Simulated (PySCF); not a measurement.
`C=C=C/C=N/C`, C$_{5}$H$_{7}$N

Cartesian coordinates in Å; atom numbers follow the order of the lines, from 1:
```xyz
13

C    -3.1382    0.3249   -0.2858
C    -1.9792   -0.1991    0.0074
C    -0.8059   -0.7209    0.2998
C     0.4634   -0.0859   -0.0498
N     1.5742   -0.6202    0.2532
C     2.7804    0.0547   -0.1200
H    -3.6440    1.0074    0.4063
H    -3.6427    0.0964   -1.2313
H    -0.7411   -1.6772    0.8320
H     0.3957    0.8807   -0.5916
H     3.3934   -0.6075   -0.7543
H     3.3834    0.2564    0.7812
H     2.6217    1.0111   -0.6589
```

The calculation used GIAO HF/pcSseg-1 magnetisability, rotational g tensor and spin-rotation constants, non-relativistic, gas phase (PySCF 2.14.0). Geometry: PBE0-D3(BJ)/def2-SVP.

Task: Give the nuclear spin-rotation constants along the inertial axes (H = +C I·J) beside the isotropic shieldings.

Result: Rotational constants 21.6838, 1.3884, 1.3277 GHz. A star marks the isotopologue with that one atom substituted, in its own axes.
```tsv
atom	isotope	Caa (kHz)	Cbb (kHz)	Ccc (kHz)	mean (kHz)	σ (ppm)
N5	14N	7.689	0.294	0.026	2.670	-117.9
H7	1H	-1.282	-0.139	0.032	-0.463	26.3
H8	1H	-1.272	-0.139	0.031	-0.460	26.3
H9	1H	-2.118	0.130	-0.145	-0.711	25.4
H10	1H	-1.563	0.136	-0.153	-0.527	24.1
H11	1H	-0.937	-0.141	-0.008	-0.362	28.0
H12	1H	-0.959	-0.141	-0.006	-0.369	28.0
H13	1H	-1.911	0.054	-0.155	-0.671	28.9
C1	13C*	4.178	0.175	0.490	1.614	108.2
C2	13C*	10.072	0.636	0.635	3.781	-46.2
C3	13C*	5.682	0.512	0.187	2.127	91.9
C4	13C*	8.021	0.690	0.280	2.997	25.7
C6	13C*	3.470	0.226	0.269	1.322	144.4
```
For the geometry as given, no vibrational averaging.

Task: How do the rotational constants and the g tensor change when H7, H8, H9, H10, H11, H12, H13 are replaced by deuterium?

Result: Constants 14.6925, 1.1889, 1.1327 GHz; g -0.1460, -0.0089, -0.0025, against -0.2148, -0.0104, -0.0029 before.
